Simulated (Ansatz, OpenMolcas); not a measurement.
SiH4O (silanol): the energy, rung by rung

SiH4O: 6 atoms, total charge 0, spin state singlet. SMILES: `O[SiH3]`. The coordinates come from a PBE0-D4/def2-TZVP relaxation.

```xyz
6

O     0.6367   -1.0303    0.4190
Si   -0.0357    0.3465   -0.1870
H     0.0691   -1.6292    0.9047
H    -1.1283    0.0457   -1.1528
H     1.0605    1.0649   -0.8756
H    -0.6023    1.2024    0.8917
```

Each level gives the energy change with the O1–H3 bond stretched from 0.957 to 2.106 Å (eV). The values are calculated.

```csv
level,kind,program,value (eV),less CCSD(T)/cc-pVTZ
HF/cc-pVTZ (restricted),Hartree–Fock,OpenMolcas,6.82,+1.94
revPBE/cc-pVTZ (restricted),GGA,Ansatz,4.92,+0.04
M06-L/cc-pVTZ (restricted),meta-GGA,OpenMolcas,5.31,+0.43
M06-2X/cc-pVTZ (restricted),hybrid meta-GGA,OpenMolcas,5.91,+1.03
CAM-B3LYP/cc-pVTZ (restricted),range-separated hybrid,Ansatz,5.73,+0.85
B2PLYP/cc-pVTZ (restricted),double hybrid,OpenMolcas,5.35,+0.47
RPA@PBE0/cc-pVTZ (restricted),RPA,Ansatz,5.38,+0.50
MP2/cc-pVTZ (restricted),perturbation theory,Ansatz,5.47,+0.59
CCSD(T)/cc-pVTZ (restricted),coupled cluster or CI,Ansatz,4.88,0.00
```

CCSD(T)/cc-pVTZ (restricted) is the highest level here, not the true value. Its T1 diagnostic reaches 0.029, a sign that one reference may not serve. At this stretch a single reference begins to fail. The first shape isn't each level's own minimum. The values span 4.88 to 6.82 eV.
